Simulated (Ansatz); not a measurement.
**Ge₂C⁺, doublet: the ladder up to UCCSDT(Q)**

Geometry: that of the Ge2C, singlet, kept fixed.

```yaml
atoms:
  - { symbol: Ge, position_ang: [0.0000, 0.0000, 1.7675] }
  - { symbol: C, position_ang: [0.0000, 0.0000, 0.0000] }
  - { symbol: Ge, position_ang: [0.0000, 0.0000, -1.7675] }
```

Basis cc-pVDZ; Ansatz 0.2.0. Only valence electrons are correlated (noble-gas cores and the filled d shells of p-block atoms frozen), which leaves 11 electrons in 39 orbitals. Prefix R: restricted or restricted open-shell reference; prefix U: unrestricted. Active spaces: valence = (11e, 12o) chosen from the atoms' valence shells. No spin–orbit coupling is included, and no scalar relativity.

Full CI isn't at hand for all of this; UCCSDT(Q) serves as the reference, and is uncertain by about the last step of the cluster series. The frozen core follows each run's orbitals, which can shift R against U totals by a few meV for light atoms and by up to 0.1 eV past Ca.

```
UHF ⟨S²⟩                          : 0.763
T1 diagnostic (RCCSD)             : 0.0205
largest doubles amplitude (RCCSD) : 0.066
T1 diagnostic (UCCSD)             : 0.0190
```

```
   level  E − E(RHF) (eV)
     UHF          -0.0747
    UMP2          -5.8949
   UCCSD          -6.8111
UCCSD(T)          -7.1114
```

Task: Estimate how far UCCSDT(Q) in cc-pVDZ lies from UCCSD(T). The table doesn't fix it; the size of (T) and the diagnostics are the guide.

Result: UCCSDT(Q) in cc-pVDZ lies 6.8 kJ/mol below UCCSD(T), which is 23 % of the (T) step (-29.0 kJ/mol). The diagnostics are small and the rest is a small part of (T), but (T) is large here. The miss exceeds 1 kcal/mol.

The other levels:

```tsv
level	E − E(UCCSDT(Q)) (kJ/mol)	share of correlation (%)	wall time
UCCSDT	2.8	99.59	–
```

The correlation energy at UCCSDT(Q), counted from RHF, is -7.182 eV. That run took 9.5 s on 2 threads of AMD EPYC 7R13 with a shared H100 80 GB, shared host.

Run but not shown, since their state or frozen core can't be matched to the reference's or they repeat it: RHF, RMP2, RCCSD, RCCSD(T), BCCD(T), RCCSDT, RCCSDT(Q), CASSCF (valence space), NEVPT2 (valence space), MRCISD (valence space), MRCISD+Q (valence space).

Times hold each run's SCF and search for its determinant on a shared host, so for small cases they say little of a method's own cost; they ran on 1 thread of AMD EPYC 7R13.

Natural occupations of CASSCF (valence space) about the gap: 1.980 1.973 1.945 1.944 1.928 0.991 0.054 0.047 0.044 0.042; effectively unpaired electrons, Σ n²(2−n)², 1.09.
